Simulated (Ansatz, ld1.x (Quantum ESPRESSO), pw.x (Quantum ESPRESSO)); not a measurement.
S (Z = 16): does the TM potential hold in the solid?

| Item | Value |
| --- | --- |
| Element | S (Z = 16) |
| Generator | ld1.x (Quantum ESPRESSO) 7.5 |
| Type | norm-conserving Troullier–Martins (Kleinman–Bylander form) |
| Functional | LDA (PW92) |
| Relativity | scalar-relativistic |
| Frozen core | [Ne] |
| Valence charge | 6 |
| Reference configuration | 3s1 3p5 |
| Partial waves | 3s (bound): rc 1.45 bohr; 3p (bound): rc 1.60 bohr; 3d channel at -0.2 Ry: rc 1.35 bohr |
| Local potential | the d channel |
| Core correction | none |

Crystal test: sc S in pw.x 7.5, no spin, 13³ k-points, Fermi–Dirac smearing 0.01 Ry, cutoffs 70/280 Ry. The reference is all-electron LAPW (Ansatz 0.2.0) with the same functional, mesh and smearing; V0 and B0 come from Birch–Murnaghan fits to the pressures at five volumes. Errors are pseudo minus all-electron; Δ is the rms difference of the E(V) curves that follow from these fits, minima aligned, over ±6 % about the mean V0. Mesh and smearing are coarse, so the numbers serve the comparison and aren't converged zero-temperature values; the lattice is a test structure that the element need not adopt.

```
V (Å³/atom)  P all-electron (GPa)  P pseudo (GPa)
     15.535                  4.75            3.40
     15.944                  1.79            0.54
     16.353                 -0.81           -1.98
     16.762                 -3.11           -4.20
     17.171                 -5.14           -6.14
```

All-electron: a0 = 2.531 Å (V0 = 16.22 Å³/atom), B0 = 101.1 GPa.

Pseudopotential: mean pressure error (GPa): -1.17; a0 (Å): 2.521; a0 error (%): -0.40; B0 error (%): +1.3; Δ (meV/atom): 4.3.

Problem. At the middle volume, how do free energy and pressure move when the wave cutoff is lowered (ecutrho kept at four times it)?

Solution.

| cutoff (Ry) | shift of F (meV/atom) | shift of P (GPa) |
| --- | --- | --- |
| 32 | +141.5 | +0.23 |
| 42 | +85.9 | -0.98 |
| 56 | +17.7 | -0.86 |

The run at the middle volume (84 k-points, 7 iterations) took about 11 s on one core of a shared host (Neoverse-N1, 64 threads, 498 GiB, load 21).
